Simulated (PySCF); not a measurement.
# C6H4 (SMILES C#C/C=C\C#C): levels of theory compared

Wanted: a comparison of 6 runs (BLYP/cc-pVDZ, PBE/cc-pVDZ, SVWN5/cc-pVDZ, TPSS/cc-pVDZ, revPBE/cc-pVDZ, CCSD(T)/cc-pVDZ) of C6H4. Input form: a Python script.

The results are computed with PySCF 2.14.0.

1 further run of the same task is left out (set aside as unsound or not needed).

### 1 Starting point

The species is C6H4 (10 atoms), meant as a singlet with charge 0. As SMILES, `C#C/C=C\C#C`. One bond was lengthened or shortened from a relaxed shape.

Bond lengths: C1–C2 1.202 Å, C2–C3 1.406 Å, C3–C4 1.342 Å, C4–C5 1.406 Å, C5–C6 1.202 Å, C1–H7 1.049 Å, C3–H8 1.083 Å, C4–H9 1.245 Å, C6–H10 1.049 Å. Angles: C1–C2–C3 178.9°, C2–C3–C4 123.7°, C3–C4–C5 123.6°, C4–C5–C6 179.0°, C2–C1–H7 179.6°, C2–C3–H8 115.9°, C4–C3–H8 120.4°, C3–C4–H9 120.4°, C5–C4–H9 116.0°, C5–C6–H10 179.8°.

### 2 A single-point energy at BLYP/cc-pVDZ (run 1)

input.xyz reads:

```xyz
10
C6H4
C      2.155094    -1.275717    -0.336392
C      1.027284    -1.155867     0.061148
C     -0.289496    -1.040047     0.539318
C     -1.040566     0.061923     0.390378
C     -0.595216     1.224333    -0.262792
C     -0.233556     2.225823    -0.820192
H      3.139484    -1.373237    -0.684472
H     -0.685946    -1.908227     1.050598
H     -2.200800     0.099150     0.840650
H      0.086004     3.098143    -1.306922
```

calc.py reads:

```python
from pyscf import gto, dft

molecule = gto.M(
    atom='input.xyz',
    verbose=3,
    max_memory=1860,
    charge=0,
    basis='cc-pvdz',
    spin=0,
)

calc0 = dft.RKS(molecule, xc='blyp')
calc0.conv_tol = 1e-10
calc0.grids.level = 5
calc0.kernel()
if not calc0.converged:
    calc0 = calc0.newton().run(calc0.mo_coeff, calc0.mo_occ)

e_tot = calc0.e_tot
print(f'total energy: {e_tot:.8f} hartree')
```

The run is started by

```bash
$ OMP_NUM_THREADS=1 python calc.py
```

The log of the run:

```text
converged SCF energy = -230.789030754105
total energy: -230.78903075 hartree
```

Run time: 35 s. Hardware: 1 thread of Intel Xeon at 2.70GHz, shared host; peak memory 0.54 GiB.

### 3 A single-point energy at PBE/cc-pVDZ (run 2)

input.xyz, as its differences from that of step 2:

```diff
@@ -1,3 +1,3 @@
 10
-C6H4
+
 C      2.155094    -1.275717    -0.336392
```

calc.py reads:

```python
from pyscf import gto, dft

molecule = gto.M(
    atom='input.xyz',
    charge=0,
    basis='cc-pvdz',
    spin=0,
    verbose=3,
    max_memory=1860,
)

myscf = dft.RKS(molecule, xc='pbe')
myscf.conv_tol = 1e-10
myscf.grids.level = 5
myscf.kernel()
if not myscf.converged:
    myscf = myscf.newton().run(myscf.mo_coeff, myscf.mo_occ)

e_tot = myscf.e_tot
print(f'total energy: {e_tot:.8f} hartree')
```

The run is started by

```bash
$ OMP_NUM_THREADS=1 python calc.py
```

The log of the run:

```text
converged SCF energy = -230.577162939817
total energy: -230.57716294 hartree
```

Run time: 36 s. Hardware: 1 thread of Intel Xeon at 2.70GHz, shared host; peak memory 0.54 GiB.

### 4 The energy at SVWN5/cc-pVDZ (run 3)

calc.py reads:

```python
from pyscf import gto, dft

system = gto.M(
    atom=[
    ('C', (2.155094, -1.275717, -0.336392)),
    ('C', (1.027284, -1.155867, 0.061148)),
    ('C', (-0.289496, -1.040047, 0.539318)),
    ('C', (-1.040566, 0.061923, 0.390378)),
    ('C', (-0.595216, 1.224333, -0.262792)),
    ('C', (-0.233556, 2.225823, -0.820192)),
    ('H', (3.139484, -1.373237, -0.684472)),
    ('H', (-0.685946, -1.908227, 1.050598)),
    ('H', (-2.200800, 0.099150, 0.840650)),
    ('H', (0.086004, 3.098143, -1.306922)),
],
    max_memory=1860,
    basis='cc-pvdz',
    verbose=3,
)

calc0 = dft.RKS(system, xc='svwn')
calc0.grids.level = 5
calc0.conv_tol = 1e-10
calc0.kernel()
if not calc0.converged:
    calc0 = calc0.newton().run(calc0.mo_coeff, calc0.mo_occ)

energy = calc0.e_tot
print('E = %.10f Eh' % energy)
```

The run is started by

```bash
$ OMP_NUM_THREADS=1 python calc.py
```

The log of the run:

```text
converged SCF energy = -228.725496914135
E = -228.7254969141 Eh
```

Wall time 24 s (1 thread of Intel Xeon at 2.70GHz, shared host); peak memory 0.37 GiB.

Runs 4 to 5 aren't shown in full; the table further down has their settings and results.

### 5 The energy at CCSD(T)/cc-pVDZ (run 6)

input.py reads:

```python
from pyscf import gto, cc

mol = gto.M(
    atom='''
C      2.155094    -1.275717    -0.336392
C      1.027284    -1.155867     0.061148
C     -0.289496    -1.040047     0.539318
C     -1.040566     0.061923     0.390378
C     -0.595216     1.224333    -0.262792
C     -0.233556     2.225823    -0.820192
H      3.139484    -1.373237    -0.684472
H     -0.685946    -1.908227     1.050598
H     -2.200800     0.099150     0.840650
H      0.086004     3.098143    -1.306922
''',
    basis='cc-pvdz',
    charge=0,
    verbose=3,
    max_memory=1860,
)

hf = mol.RHF()
hf.conv_tol = 1e-10
hf.kernel()
if not hf.converged:
    hf = hf.newton().run(hf.mo_coeff, hf.mo_occ)

mycc = cc.CCSD(hf, frozen=6)
mycc.kernel()
e_t = mycc.ccsd_t()
etot = mycc.e_tot + e_t
print('E = %.10f Eh' % etot)
```

The run is started by

```bash
$ OMP_NUM_THREADS=1 python input.py
```

The log of the run:

```text
converged SCF energy = -229.385048474885
E(CCSD) = -230.1762935575797  E_corr = -0.7912450826947144
CCSD(T) correction = -0.0364022202254255
E = -230.2126957778 Eh
```

Run time: 86 s. Hardware: 1 thread of Intel Xeon at 2.70GHz, shared host; peak memory 0.78 GiB.

### 6 All runs side by side

```csv
run,level,integration grid,frozen core orbitals,energy (Eh),dipole moment (D) of the reference,HOMO energy (eV),LUMO energy (eV),wall time
1,BLYP/cc-pVDZ,5,–,-230.789031,0.05,-5.49,-2.11,35 s
2,PBE/cc-pVDZ,5,–,-230.577163,0.05,-5.71,-2.33,36 s
3,SVWN5/cc-pVDZ,5,–,-228.725497,0.07,-5.87,-2.52,24 s
4,TPSS/cc-pVDZ,5,–,-230.928316,0.02,-5.69,-2.17,57 s
5,revPBE/cc-pVDZ,5,–,-230.825827,0.04,-5.65,-2.26,31 s
6,CCSD(T)/cc-pVDZ,–,6,-230.212696,0.11,-8.85,2.17,86 s
```

### 7 Summary of results

| quantity | value |
| --- | --- |
| run 6: total energy | -230.21270 Eh |
| run 6: dipole moment (Hartree–Fock density) | 0.11 D |
| run 6: HOMO energy (Hartree–Fock orbitals) | -8.85 eV |
| run 6: LUMO energy (Hartree–Fock orbitals) | 2.17 eV |
| run 6: HOMO–LUMO gap (Hartree–Fock orbitals) | 11.02 eV |
| run 6: correlation energy (6 core orbitals frozen) | -827.6 mEh |
| run 6: (T) correction | -36.40 mEh |
| run 6: T1 diagnostic | 0.012 |

What this shows: Over runs 1, 2, 3, 4, 5 the dipole moment (its size) runs from 0.02 D (TPSS/cc-pVDZ) to 0.07 D (SVWN5/cc-pVDZ). Over runs 1, 2, 3, 4, 5 the HOMO–LUMO gap runs from 3.35 eV (SVWN5/cc-pVDZ) to 3.52 eV (TPSS/cc-pVDZ). Totals of different functionals can't be ranked against each other. All runs together took 4.5 min, the longest 86 s.
